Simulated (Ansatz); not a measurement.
A nudged elastic band was laid between two geometries of BClH2 + H4Si (9 atoms, charge 0, multiplicity 1).

The calculation used Ansatz, RKS B3LYP-D4/def2-SVP.

```
movable images  : 7
climbing image  : yes
spring          : 5.0 eV/Å²
optimiser       : quadratic models (default)
start path      : straight line
force threshold : 0.05 eV/Å
iteration limit : 60
end points      : relaxed
```

Image 0:

```xyz
9
Properties=species:S:1:pos:R:3
B -0.028 0.605 0.097
Cl 0.074 1.823 1.349
H 0.995 0.140 -0.326
H -1.112 0.301 -0.316
Si 0.114 -2.821 1.071
H -0.664 -2.919 -0.196
H 1.569 -2.951 0.780
H -0.313 -3.895 2.011
H -0.142 -1.492 1.701
```

Image 8:

```xyz
9
Properties=species:S:1:pos:R:3
B -0.225 -0.346 0.084
Cl 0.360 0.280 2.411
H 0.542 0.460 -0.383
H -1.386 -0.029 0.170
Si 0.270 -2.300 0.198
H -0.245 -3.038 -1.000
H 1.740 -2.561 0.293
H -0.356 -2.945 1.404
H -0.207 -0.728 2.995
```

Question: Which bonds break or form, and what moves?

Answer: Bonds broken: B1–Cl2, Si5–H9. Bonds formed: B1–Si5, Cl2–H9. BClH2 + H4Si becomes BH5Si + ClH.

Question: Give the energies along the band, and the barrier.

Answer: It converged. The highest image is number 5 of 0 to 8, 145.0 kJ/mol above the first end and 40.0 kJ/mol above the last; the last end lies 105.1 kJ/mol above the first. Another band between the same ends (7 images) ends at a top of the same energy, where a vibrational analysis finds 1 clearly imaginary mode. The orbitals stay closed-shell, which can raise the energy where a bond breaks towards radicals; this wasn't checked here.

```json
{"image": "0", "path coordinate (Å)": "0.00", "energy (kJ/mol)": "0.0", "B1–Cl2 (Å)": "1.75", "Si5–H9 (Å)": "1.49", "B1–Si5 (Å)": "3.56"}
{"image": "1", "path coordinate (Å)": "0.78", "energy (kJ/mol)": "0.2", "B1–Cl2 (Å)": "1.75", "Si5–H9 (Å)": "1.49", "B1–Si5 (Å)": "3.60"}
{"image": "2", "path coordinate (Å)": "1.55", "energy (kJ/mol)": "0.6", "B1–Cl2 (Å)": "1.75", "Si5–H9 (Å)": "1.49", "B1–Si5 (Å)": "3.51"}
{"image": "3", "path coordinate (Å)": "2.33", "energy (kJ/mol)": "7.1", "B1–Cl2 (Å)": "1.77", "Si5–H9 (Å)": "1.50", "B1–Si5 (Å)": "3.01"}
{"image": "4", "path coordinate (Å)": "3.11", "energy (kJ/mol)": "40.5", "B1–Cl2 (Å)": "1.87", "Si5–H9 (Å)": "1.57", "B1–Si5 (Å)": "2.45"}
{"image": "5", "path coordinate (Å)": "3.88", "energy (kJ/mol)": "145.0", "B1–Cl2 (Å)": "2.26", "Si5–H9 (Å)": "2.05", "B1–Si5 (Å)": "2.09"}
{"image": "6", "path coordinate (Å)": "4.57", "energy (kJ/mol)": "126.6", "B1–Cl2 (Å)": "2.57", "Si5–H9 (Å)": "2.53", "B1–Si5 (Å)": "2.03"}
{"image": "7", "path coordinate (Å)": "5.26", "energy (kJ/mol)": "107.1", "B1–Cl2 (Å)": "2.46", "Si5–H9 (Å)": "3.01", "B1–Si5 (Å)": "2.02"}
{"image": "8", "path coordinate (Å)": "5.95", "energy (kJ/mol)": "105.1", "B1–Cl2 (Å)": "2.48", "Si5–H9 (Å)": "3.24", "B1–Si5 (Å)": "2.02"}
```

Question: What is the geometry of the highest image?

Answer: 
```xyz
9
Properties=species:S:1:pos:R:3
B -0.218 -0.334 0.291
Cl 0.282 0.689 2.245
H 0.583 0.162 -0.453
H -1.400 -0.140 0.212
Si 0.189 -2.362 0.572
H -0.202 -2.834 -0.791
H 1.620 -2.699 0.821
H -0.652 -3.050 1.594
H 0.293 -0.641 1.681
```

The run took 6.2 min on 1 thread of Arm Neoverse V2, with other jobs on the host, peak memory 0.15 GiB.
